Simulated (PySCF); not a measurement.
Species: CH6AlN.
Atom-mapped SMILES: `[CH3:1][NH:2][AlH2:3]` (hydrogens: H4, H5, H6 on C1; H7 on N2; H8, H9 on Al3)

Method used: core-valence-separated Tamm–Dancoff BHandHLYP/aug-pcX-1 (pcseg-1 on H, def2-SVPD on Al) in PySCF, non-relativistic, gas phase, PBE0-D3(BJ)/def2-SVP geometry.

Computed nitrogen K-edge spectrum, Gaussian lines of 0.8 eV full width, highest printed point 100; it ends one width below the last computed root. No empirical shift is added; at this level the pattern usually sits a few eV under experiment.

```
photon energy (eV)  absorption
             397.0           1
             397.1           2
             397.2           5
             397.3          10
             397.4          18
             397.5          29
             397.6          44
             397.7          60
             397.8          76
             397.9          89
             398.0          95
             398.1          94
             398.2          85
             398.3          72
             398.4          59
             398.5          48
             398.6          42
             398.7          40
             398.8          41
             398.9          44
             399.0          46
             399.1          45
             399.2          41
             399.3          36
             399.4          31
             399.5          29
             399.6          32
             399.7          40
             399.8          52
             399.9          68
             400.0          83
             400.1          94
             400.2         100
             400.3          98
             400.4          90
             400.5          77
             400.6          63
             400.7          49
             400.8          37
             400.9          29
             401.0          24
             401.1          22
```

Q: Where are the maxima, and which lines make them up?

A: 3 maxima:
- 398.0 eV: N2 (nitrogen bonded to Al, C and H), 398.02 eV, f = 0.022, 99 % of the height at the exact maximum
- 399.0 eV: N2 (nitrogen bonded to Al, C and H), 399.04 eV, f = 0.010, 97 % of the height at the exact maximum
- 400.2 eV: N2 (nitrogen bonded to Al, C and H), 400.19 eV, f = 0.021, 91 % of the height at the exact maximum

Further lines of some strength in the range: N2, 400.61 eV, f = 0.004.

Roots within 0.03 eV on the same or equivalent atoms count as one line; shares under 12 % aren't listed.

Vibrational structure and lifetime widths aren't in the curve. The ionisation threshold wasn't computed; near and above it a finite basis only mimics Rydberg series and continuum.

On an Intel Xeon Platinum 8259CL at 2.50 GHz with one thread, on a shared host, this took 4.4 s and 0.53 GiB of memory at its peak.
